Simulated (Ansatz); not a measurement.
Relaxing Au3Br2

The calculation used Ansatz 0.2.0, DFT PBE, scalar-relativistic, plane waves, PAW. Cutoff 420 eV, Γ-centred k mesh, Gaussian smearing, no spin polarisation in the final step.

Au3Br2 was placed on the A-type sesquioxide structure type (P-3m1, No. 164), with Br in place of La, Au in place of O, at a guessed volume.

```yaml
crystal:
  lattice:
    - [4.36434, 0.00000, 0.00000]
    - [-2.18217, 3.77963, 0.00000]
    - [0.00000, 0.00000, 6.79020]
  atoms:
    - { symbol: Au, position: [0.00000, 0.00000, 0.00000] }
    - { symbol: Au, position: [0.33333, 0.66667, 0.64500] }
    - { symbol: Au, position: [0.66667, 0.33333, 0.35500] }
    - { symbol: Br, position: [0.33333, 0.66667, 0.24500] }
    - { symbol: Br, position: [0.66667, 0.33333, 0.75500] }
```

Cell and atoms relax at zero pressure; the relaxation can't lower the symmetry of the start. After a coarse first stage the cell is made exact in the group found at 0.06 Å.

The zero of energy is the elements' standard structures at the same level; no fitted shifts are applied.

**Question.** What does it relax into?

**Answer.** It keeps P-3m1 (No. 164), but not the shape of the type it started on. Conventional cell: a = 3.740 Å, c = 9.585 Å. Au on Wyckoff site a (1 atom of the primitive cell) is coordinated by 6 Br at 2.84 Å; Au on Wyckoff site d (2 atoms of the primitive cell) has 3 Au at 2.75 Å and 3 Br at 3.01 Å; Br has 6 Au at 2.84–3.01 Å.

Space group P-3m1 (No. 164). a = 3.740 Å, b = 3.740 Å, c = 9.585 Å, α = 90.00°, β = 90.00°, γ = 120.00°
| atom | site | symmetry | x | y | z |
| --- | --- | --- | --- | --- | --- |
| Au | 1a | -3m. | 0.0000 | 0.0000 | 0.0000 |
| Au | 2d | 3m. | 0.3333 | 0.6667 | 0.5889 |
| Br | 2d | 3m. | 0.3333 | 0.6667 | 0.1926 |

**Question.** What are its volume, energy, density and gap?

**Answer.** The volume per atom is 23.23 Å³ and the density is 10.73 g/cm³. The energy over the elements is 0.25 eV/atom and the gap on the 12×12×4 mesh is 0 eV (a metal).

The final run used a 12×12×4 mesh on its 5-atom cell and 0.10 eV smearing. For metals, differences of a few meV/atom aren't resolved. Spin–orbit coupling is left out. A structure relaxed within its symmetry needn't be a true minimum. The steps took roughly 2.9 core-minutes in all.